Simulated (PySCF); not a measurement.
acrylic acid, C₃H₄O₂, SMILES C=CC(=O)O, point group Cs.

Force field and properties: B3LYP/pcSseg-1 (PySCF, grid level 2). Vibrational terms come from second-order perturbation theory with semi-diagonal cubic constants, by steps of ±0.6 along the normal coordinates of each isotopologue. The parent has the commonest isotopes.

Equilibrium geometry (Å):

| atom | x | y | z |
| --- | --- | --- | --- |
| C1 | -1.5025 | 0.3082 | 0.3936 |
| C2 | -0.4461 | 0.2346 | -0.4124 |
| C3 | 0.8620 | -0.2586 | 0.0861 |
| O4 | 1.1030 | -0.6272 | 1.2116 |
| O5 | 1.7957 | -0.2511 | -0.8966 |
| H6 | -1.4219 | 0.0061 | 1.4358 |
| H7 | -2.4639 | 0.6682 | 0.0371 |
| H8 | -0.4925 | 0.5284 | -1.4580 |
| H9 | 2.6204 | -0.5846 | -0.4979 |

**Question.** Give the equilibrium and ground-state rotational constants (MHz) of parent; ¹³C at 3.

**Answer.** 
| species | Ae | Be | Ce | A0 | B0 | C0 | Δ0 (u Å²) | harmonic ZPE (cm⁻¹) |
| --- | --- | --- | --- | --- | --- | --- | --- | --- |
| parent | 11071 | 4237.4 | 3064.4 | 10990 | 4209 | 3043.2 | 0.009 | 14724 |
| ¹³C at 3 | 11069 | 4230.8 | 3060.9 | 10989 | 4202.8 | 3039.9 | 0.009 | 14668 |

Δ0 = Ic − Ia − Ib from the ground-state constants.

**Question.** How is the parent's vibrational correction B0 − Be made up?

**Answer.** 
```csv
axis,harmonic,Coriolis,cubic,total (MHz)
a,20.5,-26.2,-75.4,-81.1
b,5.76,-3.84,-30.3,-28.4
c,1.37,-0.971,-21.6,-21.2
```

**Question.** And its quartic centrifugal distortion constants from the harmonic force field?

**Answer.** Asymmetric top, A reduction, Ir representation: ΔJ = 0.78 kHz, ΔJK = 4.3 kHz, ΔK = 4.95 kHz, δJ = 0.219 kHz, δK = 3.56 kHz.

A mode lies under 250 cm⁻¹, where this perturbation treatment is rough. Internal rotors are held in one well.
